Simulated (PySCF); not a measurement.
Molecule: 2-Propanamine (CC(C)N, C3H9N).

Molfile (atoms numbered from 1):
```
C3H9N
     RDKit          3D

 13 12  0  0  0  0  0  0  0  0999 V2000
   -0.6247    1.1382    0.4914 C   0  0  0  0  0  0  0  0  0  0  0  0
   -0.0549    0.0072   -0.3510 C   0  0  0  0  0  0  0  0  0  0  0  0
    1.3315   -0.3979    0.1256 C   0  0  0  0  0  0  0  0  0  0  0  0
   -0.9409   -1.1431   -0.2617 N   0  0  0  0  0  0  0  0  0  0  0  0
    0.0211    2.0284    0.4533 H   0  0  0  0  0  0  0  0  0  0  0  0
   -0.7236    0.8161    1.5398 H   0  0  0  0  0  0  0  0  0  0  0  0
   -1.6241    1.4357    0.1345 H   0  0  0  0  0  0  0  0  0  0  0  0
    0.0500    0.3884   -1.3923 H   0  0  0  0  0  0  0  0  0  0  0  0
    1.7472   -1.2051   -0.4991 H   0  0  0  0  0  0  0  0  0  0  0  0
    1.2821   -0.7657    1.1624 H   0  0  0  0  0  0  0  0  0  0  0  0
    2.0313    0.4504    0.0839 H   0  0  0  0  0  0  0  0  0  0  0  0
   -0.5979   -1.9000   -0.8508 H   0  0  0  0  0  0  0  0  0  0  0  0
   -1.8665   -0.9049   -0.6138 H   0  0  0  0  0  0  0  0  0  0  0  0
  1  2  1  0
  2  3  1  0
  2  4  1  0
  1  5  1  0
  1  6  1  0
  1  7  1  0
  2  8  1  0
  3  9  1  0
  3 10  1  0
  3 11  1  0
  4 12  1  0
  4 13  1  0
M  END
```

Geometry PBE0-D3(BJ)/def2-SVP throughout; GIAO in PySCF, gas phase, one conformer, non-relativistic; equivalent atoms averaged; functional PBE0.

(1) How do the absolute shieldings σ depend on the basis set? (ppm; last column core-seconds on shared hosts with different chips, so compare them loosely)

(2) Which nucleus moves most, in ppm?

(3) Taking the largest basis, pcSseg-2 (270 functions), as the yardstick, rank the others by their worst heavy-atom deviation.

Results:

(1) 
```csv
basis set,functions,C2,C1/C3,N4,H8,H5/H6/H7/H9/H10/H11,H12/H13,core-s
STO-3G,29,190.4,211.5,277.5,31.37,31.71,33.00,1.4
6-31G,54,157.7,173.2,215.0,29.45,31.42,32.44,2.9
pcSseg-0,54,149.1,164.3,215.2,29.92,31.58,33.08,3.5
6-31G*,74,152.9,169.1,215.6,28.68,30.99,31.82,3.6
def2-SVP,101,152.4,168.2,220.2,28.36,30.49,31.28,4.7
cc-pVDZ,101,152.1,170.2,220.9,28.14,30.40,31.22,6.7
pcSseg-1,113,139.9,157.9,207.8,28.19,30.29,30.93,7.1
"6-311+G(2d,p)",162,142.2,161.1,206.3,28.18,30.61,31.18,9.2
aug-cc-pVDZ,173,150.8,169.9,215.4,28.04,30.41,30.87,14
def2-TZVP,178,140.8,160.5,208.4,28.20,30.57,31.19,11
IGLO-III,230,137.6,157.1,203.3,28.05,30.46,30.91,19
cc-pVTZ,246,142.3,161.3,208.7,28.01,30.38,30.93,22
pcSseg-2,270,137.3,156.9,203.8,27.96,30.32,30.66,44
```

(2) N4 (amine nitrogen): from 203.3 ppm with IGLO-III to 277.5 ppm with STO-3G. The smallest spread is 1.42 ppm, at H5/H6/H7/H9/H10/H11. Proton shifts span only some 12 ppm, so a few tenths of a ppm matter as much there as several ppm in carbon.

(3) IGLO-III 0.5 ppm (230 functions), pcSseg-1 4.0 ppm (113 functions), def2-TZVP 4.6 ppm (178 functions), 6-311+G(2d,p) 4.8 ppm (162 functions), cc-pVTZ 4.9 ppm (246 functions), pcSseg-0 11.8 ppm (54 functions), aug-cc-pVDZ 13.5 ppm (173 functions), 6-31G* 15.6 ppm (74 functions), def2-SVP 16.4 ppm (101 functions), cc-pVDZ 17.1 ppm (101 functions), 6-31G 20.4 ppm (54 functions), STO-3G 73.7 ppm (29 functions).

A small basis that lands close on one nucleus may do so by chance; judge by the trend and by all nuclei.
